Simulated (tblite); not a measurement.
Compound: C4H9P.
Numbering: `[CH3:1][C@@H:2]1[CH2:3][P:4]1[CH3:5]` (hydrogens: H6, H7, H8 on C1; H9 on C2; H10, H11 on C3; H12, H13, H14 on C5)

Computed with GFN2-xTB (tblite), gas phase: L-BFGS steps from a force-field or distance-geometry start until the largest atomic force falls under 0.01 eV/Å.

Step 37: E = -425.5193 eV
```
atom  x, y, z in Å  |  force x, y, z in eV/Å
C1     -2.0113   -0.5369    0.1192    0.014  -0.015   0.002
C2     -0.6010   -0.1836    0.5232    0.021  -0.019  -0.026
C3     -0.1462    1.2365    0.3432    0.033   0.009  -0.003
P4      0.7124    0.0394   -0.7740   -0.068   0.008  -0.003
C5      2.2270   -0.3421    0.2464   -0.038  -0.007  -0.011
H6     -2.7245   -0.0537    0.7878   -0.005   0.003   0.011
H7     -2.2155   -0.2057   -0.8973    0.010   0.015   0.013
H8     -2.1725   -1.6113    0.1720    0.020  -0.020  -0.035
H9     -0.2663   -0.6802    1.4301   -0.027   0.040   0.024
H10     0.4260    1.6948    1.1382    0.029   0.032   0.004
H11    -0.8417    1.9166   -0.1323   -0.006  -0.030   0.003
H12     3.0734   -0.4318   -0.4310    0.018  -0.009  -0.011
H13     2.1012   -1.2882    0.7677    0.011  -0.040   0.000
H14     2.4386    0.4456    0.9642   -0.013   0.034   0.033
```

Step 38: E = -425.5200 eV
```
atom  x, y, z in Å  |  force x, y, z in eV/Å
C1     -2.0118   -0.5356    0.1203    0.008  -0.021   0.001
C2     -0.6023   -0.1816    0.5274    0.029  -0.041  -0.057
C3     -0.1473    1.2368    0.3406    0.034   0.018   0.004
P4      0.7114    0.0361   -0.7726   -0.068  -0.006   0.017
C5      2.2277   -0.3444    0.2471   -0.017  -0.001  -0.003
H6     -2.7276   -0.0605    0.7924    0.005   0.000   0.008
H7     -2.2174   -0.1971   -0.8939    0.020   0.015   0.027
H8     -2.1705   -1.6111    0.1627    0.023  -0.016  -0.027
H9     -0.2663   -0.6780    1.4346   -0.041   0.053   0.011
H10     0.4253    1.6992    1.1325    0.038   0.036   0.016
H11    -0.8441    1.9145   -0.1364   -0.003  -0.031  -0.001
H12     3.0754   -0.4284   -0.4306   -0.003  -0.017  -0.010
H13     2.1070   -1.2926    0.7671    0.005  -0.021  -0.017
H14     2.4399    0.4420    0.9665   -0.030   0.031   0.031
```

Step 39: E = -425.5207 eV
```
atom  x, y, z in Å  |  force x, y, z in eV/Å
C1     -2.0121   -0.5348    0.1215   -0.001  -0.022   0.000
C2     -0.6035   -0.1798    0.5321    0.026  -0.044  -0.067
C3     -0.1481    1.2377    0.3382    0.025   0.020   0.013
P4      0.7090    0.0322   -0.7703   -0.038  -0.023   0.028
C5      2.2283   -0.3472    0.2475    0.009   0.006   0.007
H6     -2.7314   -0.0685    0.7967    0.020  -0.007   0.007
H7     -2.2186   -0.1872   -0.8900    0.029   0.017   0.033
H8     -2.1672   -1.6114    0.1514    0.025  -0.010  -0.015
H9     -0.2678   -0.6735    1.4412   -0.049   0.058   0.000
H10     0.4246    1.7058    1.1265    0.042   0.030   0.021
H11    -0.8468    1.9119   -0.1412    0.001  -0.027  -0.004
H12     3.0769   -0.4249   -0.4311   -0.030  -0.022  -0.005
H13     2.1142   -1.2984    0.7657   -0.005   0.007  -0.037
H14     2.4420    0.4375    0.9694   -0.053   0.016   0.019
```

Step 40: E = -425.5215 eV
```
atom  x, y, z in Å  |  force x, y, z in eV/Å
C1     -2.0124   -0.5341    0.1227   -0.006  -0.018  -0.002
C2     -0.6041   -0.1788    0.5355    0.012  -0.026  -0.047
C3     -0.1483    1.2387    0.3360    0.011   0.012   0.017
P4      0.7060    0.0279   -0.7679    0.014  -0.035   0.026
C5      2.2288   -0.3498    0.2481    0.027   0.014   0.014
H6     -2.7345   -0.0765    0.8015    0.036  -0.019   0.005
H7     -2.2198   -0.1772   -0.8852    0.032   0.018   0.031
H8     -2.1636   -1.6117    0.1394    0.023  -0.004  -0.002
H9     -0.2701   -0.6681    1.4477   -0.049   0.052  -0.006
H10     0.4248    1.7128    1.1208    0.034   0.015   0.016
H11    -0.8494    1.9085   -0.1460    0.008  -0.018  -0.005
H12     3.0781   -0.4218   -0.4315   -0.053  -0.020   0.000
H13     2.1212   -1.3041    0.7636   -0.017   0.031  -0.049
H14     2.4428    0.4336    0.9729   -0.070  -0.004   0.002
```

Task: Estimate the geometry and energy of step 41. (The exact step hangs on the optimiser's Hessian estimate; all steps are aligned on step 40, rigid shifts and turns removed.)

Result: E = -425.5223 eV, largest force 0.079 eV/Å
```
atom  x, y, z in Å  |  force x, y, z in eV/Å
C1     -2.0126   -0.5337    0.1241   -0.001  -0.010  -0.005
C2     -0.6041   -0.1787    0.5372   -0.008   0.007  -0.006
C3     -0.1479    1.2394    0.3338   -0.001  -0.004   0.012
P4      0.7035    0.0231   -0.7659    0.064  -0.035   0.014
C5      2.2291   -0.3517    0.2491    0.027   0.019   0.014
H6     -2.7362   -0.0845    0.8076    0.049  -0.030   0.003
H7     -2.2213   -0.1664   -0.8797    0.028   0.019   0.021
H8     -2.1601   -1.6120    0.1276    0.018  -0.001   0.010
H9     -0.2726   -0.6626    1.4528   -0.043   0.036  -0.004
H10     0.4267    1.7192    1.1151    0.015  -0.006   0.003
H11    -0.8517    1.9045   -0.1509    0.018  -0.006  -0.003
H12     3.0788   -0.4190   -0.4308   -0.061  -0.011   0.001
H13     2.1271   -1.3087    0.7612   -0.027   0.040  -0.049
H14     2.4404    0.4307    0.9766   -0.076  -0.019  -0.011
```

The energy changes by -0.0008 eV. The first-order estimate −F·Δx gives -0.0011 eV and the mean of the old and new forces, exact on a quadratic surface, -0.0008 eV. The step makes an angle of 77° with the force vector and moves no atom by more than 0.012 Å.

What follows is the cost of the whole relaxation. The run took 0.34 s on one thread of an Intel Xeon 6975P-C, no GPU, shared host.
